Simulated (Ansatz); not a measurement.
Reaction (SMILES): [NH2] (NH2) → 2 H atom + N atom
B3LYP-D3(BJ)/def2-TZVP geometries, fixed; electronic energies without zero-point terms.

Energies in hartree at PBE with Ansatz (an electronic-structure program); the atomisation energy is their sum with the coefficients shown, times 627.509 kcal/mol a hartree. All functions are spherical. The program fits the integrals of some runs and decomposes those of others, by size. Open shells are unrestricted. No added dispersion term, no relativity.

| species | coefficient | part | cc-pVDZ | cc-pVTZ | cc-pVQZ |
|---|---|---|---|---|---|
| [NH2] (NH2) | -1 | PBE | -55.80185 | -55.82703 | -55.83319 |
| H atom | +2 | PBE | -0.49863 | -0.49962 | -0.49985 |
| N atom | +1 | PBE | -54.51718 | -54.52967 | -54.53354 |

Problem. Predict the atomisation energy in cc-pV5Z (X = 5): let each PBE step shrink by the ratio of the last two. Compare with the run.

Solution. 
- [NH2] (NH2): steps -0.02518 and -0.00616, ratio 0.245, so PBE -55.83470 (run: -55.83582).
- H atom: steps -0.00099 and -0.00023, ratio 0.232, so PBE -0.49990 (run: -0.49997).
- N atom: steps -0.01249 and -0.00387, ratio 0.310, so PBE -54.53474 (run: -54.53529).
Predicted 188.35 kcal/mol; the run in cc-pV5Z gives 188.62, a miss of -0.27. Keeping the value in cc-pVQZ, 188.22, would miss by -0.40. All sums are of the energies as printed.
